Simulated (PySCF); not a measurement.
AlF₃, SMILES [F][Al]([F])[F] (connectivity only; charge and spin as stated), charge -1, multiplicity 2.

Geometry: TPSSh-D3(BJ)/def2-SVPD. The geometry has at least one imaginary mode, so it is a saddle point at that level. The multiplicity is an assumed one; other spin states were not compared. The isomer is the one that the SMILES or the coordinates give; other isomers of the formula were not compared.

All values below come from C-PCM-M06-2X/def2-SVPD in PySCF.

The values are the electrostatic part of the solvation free energy, E(continuum) − E(gas) at the gas-phase geometry, in a cavity of scaled van der Waals radii (PySCF's table); cavitation and dispersion terms are not included. A continuum can't describe solvent molecules that bind to the metal.

Q: Estimate the values in water (ε = 78.36), dichloromethane (ε = 8.93), tetrahydrofuran (ε = 7.43). (The exact figures need the calculation; the answer reports its results.)

A: 
| solvent | ε | ΔG(elec) (kcal/mol) |
|---|---|---|
| water | 78.36 | -53.1 |
| dichloromethane | 8.93 | -47.7 |
| tetrahydrofuran | 7.43 | -46.4 |
